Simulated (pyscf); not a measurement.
Four-centre exchange: `[AsH2][AsH2]` + `[AsH3]` → `[AsH2][AsH][AsH2]` + `[H][H]`

Gas phase, singlet surface, charge 0. Bonds broken: As1–H3, As7–H8. Bonds formed: As1–As7, H3–H8. Structures and frequencies: ωB97X-D3(BJ)/def2-SVP in PySCF.

Transition state (Å):

```xyz
10

As    -1.1901    -1.1817    -0.0752
As    -1.6581     1.1000     0.5488
H     -1.5190    -0.5479    -1.7638
H     -1.8835    -1.7791     1.1876
H     -2.8924     0.7896     1.3852
H     -0.7476     1.0515     1.7660
As     1.0846     0.0094    -1.3875
H     -0.7247    -0.0765    -1.9788
H      0.8808     1.4730    -1.7672
H      1.3634     0.3957     0.0586
```

One imaginary mode, 1337i cm⁻¹; descent along it reached the two sides named.

```tsv
bond	change	reactant side (Å)	saddle	product side
As1–H3	breaks	1.519	1.833	3.3
As7–H8	breaks	1.520	1.905	4.0
As1–As7	forms	3.7	2.9	2.415
H3–H8	forms	3.5	0.948	0.761
```

Electronic energies relative to the separated reactants (kcal/mol):

```tsv
level	barrier	reaction energy	reverse barrier
ωB97X-D3(BJ)/def2-TZVP	60.2	-8.0	68.3
PBE/def2-TZVP	49.7	-3.8	53.5
r²SCAN/def2-TZVP	54.5	-4.0	58.5
B3LYP-D3(BJ)/def2-TZVP	54.8	-4.7	59.5
PBE0-D3(BJ)/def2-TZVP	54.2	-4.5	58.6
M06-2X/def2-TZVP	60.0	-5.6	65.6
ωB97M-D3(BJ)/def2-TZVP	62.4	-1.9	64.3
HF/def2-TZVP	89.3	+3.8	85.5
```

With ωB97M-D3(BJ)/def2-TZVP energies and thermal terms (ideal gas, 1 atm, RRHO with modes under 100 cm⁻¹ raised to 100, one conformer, R ln 2 for chiral ones without a mode under 150 cm⁻¹), in kcal/mol:

```tsv
T (K)	ΔH‡	ΔG‡	ΔH	ΔG
298	60.9	71.9	-2.8	-1.0
600	61.5	82.7	-1.4	+0.3
900	62.4	93.2	-0.5	+0.9
1200	63.3	103.3	0.0	+1.3
```

From the product side, AsH₂• + •HAs–AsH₂ + H₂ lies, by one bond made or cut, 16.0 kcal/mol under this saddle at ωB97M-D3(BJ)/def2-TZVP. The same reactants have a lower exit, to AsH₂• + AsH₂• + AsH₃ (no saddle counted: cutting one bond costs +49.8 kcal/mol at ωB97M-D3(BJ)/def2-TZVP, against +62.4 kcal/mol here). This is the saddle that the search found; another between the same sides may lie lower. Elements up to Kr have no core potential and no relativistic terms here.
